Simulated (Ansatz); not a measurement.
Basis-set extrapolation for `C/N=C(/O)F` (PBE0-D4/def2-TZVP geometry, frozen core, Ansatz 0.2.0). Multiplicity 1, RHF reference.

```json
{"": "HF", "def2-TZVPP": "-306.938001", "def2-QZVPP": "-306.951771"}
{"": "MP2 correlation", "def2-TZVPP": "-1.011777", "def2-QZVPP": "-1.090618"}
{"": "CCSD(T) correlation", "def2-TZVPP": "-1.069919", "def2-QZVPP": "not run"}
```

Energies in hartree. Use E(X) = E(∞) + A·exp(−7.88·√X) for Hartree–Fock and E(X) = E(∞) + B·X^(−2.97) for correlation, with X = 3 and 4, and add CCSD(T) minus MP2 of the smaller set to the MP2 limit.

**Question.** What is the CCSD(T) energy at the basis-set limit?

**Answer.** HF limit: -306.951771 + (-0.013770) × 0.13774 = -306.95367. MP2 limit: -1.090618 + (-0.078841) × 0.74074 = -1.14902. Higher-order term: -1.069919 − (-1.011777) = -0.05814. Total: -308.16083 hartree, 401.5 kJ/mol below CCSD(T)/def2-TZVPP.
